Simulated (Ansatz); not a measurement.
# BH₄ (doublet): the correlation ladder at distance B1–H5 = 1.349 Å, 6-31G

Aim: climb from Hartree-Fock through coupled cluster and multireference methods for BH₄ (doublet) at one geometry and basis, and see what each rung misses.

The runs use Ansatz 0.2.0, Gaussian basis; 6-31G, core rule «outside noble gas», up to 1 orbitals frozen.

To be run: UHF; CCSD(T) on ROHF; CCSD(T) on UHF; BCCD(T) on ROHF; CISD; CCSDT(Q) on ROHF; CCSDT(Q) on UHF; CISDTQ; CCSDTQ on ROHF; CCSDTQ on UHF; CASSCF and MRCISD+Q, 3 electrons in 3 orbitals; CASSCF and NEVPT2, 3 electrons in 3 orbitals; CASSCF and MRCISD+Q, 7 electrons in 8 orbitals; CASSCF and NEVPT4(SD), 7 electrons in 8 orbitals; CASSCF and NEVPT2, 7 electrons in 8 orbitals; Full CI.

21 further runs of the same task are left out: 13 that didn't finish, 8 set aside as unsound or not needed.

## (1) The system

The geometry derives from a PBE0/def2-TZVP stationary point (not a proven minimum). One bond is set to the value named and the two fragments are kept rigid.

5 atoms, charge 0, spin multiplicity 2.

Atoms are counted from 1 here; the program's logs count them from 0.

Bond lengths: B1–H2 1.220 Å, B1–H3 1.220 Å, B1–H4 1.220 Å, B1–H5 1.349 Å. Angles: H2–B1–H3 96.8°, H2–B1–H4 96.8°, H2–B1–H5 139.9°, H3–B1–H4 139.9°, H3–B1–H5 96.8°, H4–B1–H5 96.8°.

## (2) UHF

The input, in.yaml:

```yaml
crystal:
  periodic: [false, false, false]
  atoms:
    - {symbol: B, position_ang: [-0.003024, 0.005823, 0.005767]}
    - {symbol: H, position_ang: [0.411661, 0.818318, 0.816420]}
    - {symbol: H, position_ang: [-0.427351, -0.801871, 0.816228]}
    - {symbol: H, position_ang: [-0.415836, 0.814469, -0.809676]}
    - {symbol: H, position_ang: [0.463963, -0.893374, -0.884833]}
basis:
  gaussian: {orbitals: 6-31G}
magnetization: {spin_polarized: true, initial_magnetization: 1}
hamiltonian: {xc: hf}
output: {orbitals: {seedname: orbitals}}
```

On the command line:

```sh
$ ansatz run in.yaml --threads 1 --pin off --events-out ev --progress --plain --max-ram 2393MiB
```

After this run come: CCSD(T) on ROHF; CCSD(T) on UHF; BCCD(T) on ROHF; CISD; CCSDT(Q) on ROHF; CCSDT(Q) on UHF; CISDTQ; CCSDTQ on ROHF; CCSDTQ on UHF; CASSCF and MRCISD+Q, 3 electrons in 3 orbitals; CASSCF and NEVPT2, 3 electrons in 3 orbitals; CASSCF and MRCISD+Q, 7 electrons in 8 orbitals; CASSCF and NEVPT4(SD), 7 electrons in 8 orbitals; CASSCF and NEVPT2, 7 electrons in 8 orbitals; Full CI.

Q: Predict the results of all the runs planned. Wanted: FCI below the RHF energy; RMP2 from FCI; UMP2 from FCI; RCCSD from FCI; RCCSD(T) from FCI; UCCSD(T) from FCI; RCCSDT(Q) from FCI; UCCSDT(Q) from FCI; NEVPT2 pair from FCI.

**Answer**, as computed:

| quantity | value |
| --- | --- |
| FCI below the RHF energy | -2.7292 eV |
| RMP2 from FCI | +16.39 kcal/mol |
| UMP2 from FCI | +16.74 kcal/mol |
| RCCSD from FCI | +1.47 kcal/mol |
| RCCSD(T) from FCI | +0.38 kcal/mol |
| UCCSD(T) from FCI | +0.41 kcal/mol |
| RCCSDT(Q) from FCI | +0.01 kcal/mol |
| UCCSDT(Q) from FCI | +0.01 kcal/mol |
| NEVPT2 pair from FCI | +13.80 kcal/mol |
| MRCISD+Q pair from FCI | -0.08 kcal/mol |
| NEVPT2 valence from FCI | +5.15 kcal/mol |
| levels within 1 kcal/mol (43 meV) | RCCSD(T), UCCSD(T), BCCD(T), RCCSDT, UCCSDT, CISDTQ, RCCSDT(Q), UCCSDT(Q), RCCSDTQ, UCCSDTQ, MRCISD+Q pair, NEVPT4(SD) valence, MRCISD valence, MRCISD+Q valence |
| T1 diagnostic | 0.015 |
| effectively unpaired electrons | 1.03 |

RCCSD(T) lands +0.38 kcal/mol from the yardstick (0.6 % of the correlation energy). MRCISD+Q pair falls below full CI: the +Q correction isn't variational, and the cores differ from full CI's. One determinant dominates. Of the multireference levels listed MRCISD+Q pair comes nearest in total energy (-0.08 kcal/mol), which doesn't show that its space is the better one. These misses are within one basis, not against nature; the frozen cores of restricted and unrestricted runs differ, which can shift their rows.
